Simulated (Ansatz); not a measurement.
C2H2O, SMILES `[CH]C=O` (singlet; the order of the spin states depends on the level; H–C–C–O torsion 83°) (charge 0, multiplicity 1). This singlet lies 0.28 eV above the relaxed triplet at the level B3LYP/cc-pVTZ // PBE0-D3(BJ)/def2-TZVP (Ansatz, a program for electronic structure); other levels give the other order.

Cartesian coordinates (Å):
SMILES: [CH]C=O
```xyz
5

C      0.8502     0.0201     0.2716
C     -0.4699    -0.2062     0.1177
O     -0.6923     1.0312     0.0129
H      1.5144     0.1672    -0.5755
H     -1.2024    -1.0123     0.1733
```
Charge 0, multiplicity 1.

Frozen-core energies in cc-pVTZ from Ansatz at a geometry from PBE0-D3(BJ)/def2-TZVP; the HF reference has <S^2> = 0.00 (restricted, and unstable towards unrestricted orbitals) and the T1 diagnostic is 0.037.

```tsv
level	energy (Ha)	difference from CCSDT(Q) (mHa)
HF	-151.64627	591.43
MP2	-152.18839	49.31
CCSD	-152.20210	35.61
CCSD(T)	-152.23363	4.07
CCSDT	-152.23467	3.03
CCSDT(Q)	-152.23770	0.00
```
